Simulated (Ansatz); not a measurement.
Mulliken charges of C3H3NO, SMILES `c1cocn1` from r2SCAN/def2-TZVPP in Ansatz (PBE0-D4/def2-TZVP geometry).

| atom | x (Å) | y (Å) | z (Å) | charge (e) |
| --- | --- | --- | --- | --- |
| C1 | -0.062 | 0.930 | 0.396 | -0.047 |
| C2 | 1.003 | 0.196 | 0.014 | 0.020 |
| O3 | 0.544 | -0.991 | -0.460 | -0.224 |
| C4 | -0.792 | -0.904 | -0.335 | 0.194 |
| N5 | -1.214 | 0.203 | 0.163 | -0.311 |
| H6 | -0.086 | 1.921 | 0.818 | 0.103 |
| H7 | 2.069 | 0.345 | 0.007 | 0.138 |
| H8 | -1.369 | -1.757 | -0.659 | 0.127 |

Task: By hand: the dipole of these point charges (1 e Å = 4.8032 D).

Result: Σ q r = (0.228, -0.034, -0.029) e Å, of length 0.232 e Å = 1.11 D.

Task: How does the dipole of the full density compare? (Estimate.)

Result: The calculation gave: (0.320, -0.053, -0.044) e Å, 1.57 D; the point charges give 0.71 times that, at 1° from its direction.

Point charges leave out the atoms' own dipoles, such as those of lone pairs, and Mulliken's split depends on the basis, so the two needn't agree.
